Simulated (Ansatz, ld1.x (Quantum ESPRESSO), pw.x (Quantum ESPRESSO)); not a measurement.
# platinum (Pt): does the TM potential hold in the solid?

```json
{"Element": "platinum (Pt)", "Generator": "ld1.x (Quantum ESPRESSO) 7.5", "Type": "norm-conserving Troullier–Martins (Kleinman–Bylander form)", "Functional": "PBEsol", "Relativity": "scalar-relativistic", "Frozen core": "[Xe] 4f14", "Valence charge": "10", "Reference configuration": "5d9 6s1 6p0", "Partial waves": "6p (bound, empty): rc 2.55 bohr; 5d (bound): rc 1.65 bohr; 5f channel at 0.05 Ry: rc 2.40 bohr; 6s (bound): rc 2.15 bohr", "Local potential": "the s channel", "Core correction": "Bessel-smoothed model core inside 1.10 bohr"}
```

Atomic tests: cutoffs needed: 40 Ry and 70 Ry (the cutoffs (Ry, on a coarse ladder) from which the occupation-weighted sum of valence levels, in a spherical-Bessel basis at the reference potential, stays within 10 and 1 mRy of its value at 400 Ry); ghost test: no extra level below or beside the all-electron valence levels (p, d, f, s tested) (spherical-Bessel basis up to 400 Ry, 20 bohr box); largest excitation error: -369 meV (all-electron minus pseudo) for 5d7 6s0 6p0, out of 7 test configurations.

Crystal test: bcc Pt in pw.x 7.5, no spin, 15³ k-points, Fermi–Dirac smearing 0.01 Ry, cutoffs 85/340 Ry. The reference is all-electron LAPW (Ansatz 0.2.0) with the same functional, mesh and smearing; V0 and B0 come from Birch–Murnaghan fits to the pressures at five volumes. Errors are pseudo minus all-electron; Δ is the rms difference of the E(V) curves that follow from these fits, minima aligned, over ±6 % about the mean V0. Mesh and smearing are coarse, so the numbers serve the comparison and aren't converged zero-temperature values; the lattice is a test structure that the element need not adopt.

All-electron: a0 = 3.122 Å (V0 = 15.22 Å³/atom), B0 = 273.8 GPa.

Problem. How far does the potential miss the all-electron equation of state?

Solution. mean pressure error (GPa): +2.00; a0 (Å): 3.130; a0 error (%): +0.25; B0 error (%): -2.2; Δ (meV/atom): 6.7.

```tsv
V (Å³/atom)	P all-electron (GPa)	P pseudo (GPa)
14.538	14.14	16.38
14.920	5.68	7.80
15.303	-1.52	0.47
15.686	-7.65	-5.78
16.068	-12.86	-11.09
```

Problem. At the middle volume, how do free energy and pressure move when the wave cutoff is lowered (ecutrho kept at four times it)?

Solution.

```tsv
cutoff (Ry)	shift of F (meV/atom)	shift of P (GPa)
38	+222.9	-18.42
51	+16.5	+0.05
68	+6.4	-0.30
```

The run at the middle volume (120 k-points, 7 iterations) took about 16 s on one core of a shared host (Neoverse-V1, 32 threads, 247 GiB, load 17).
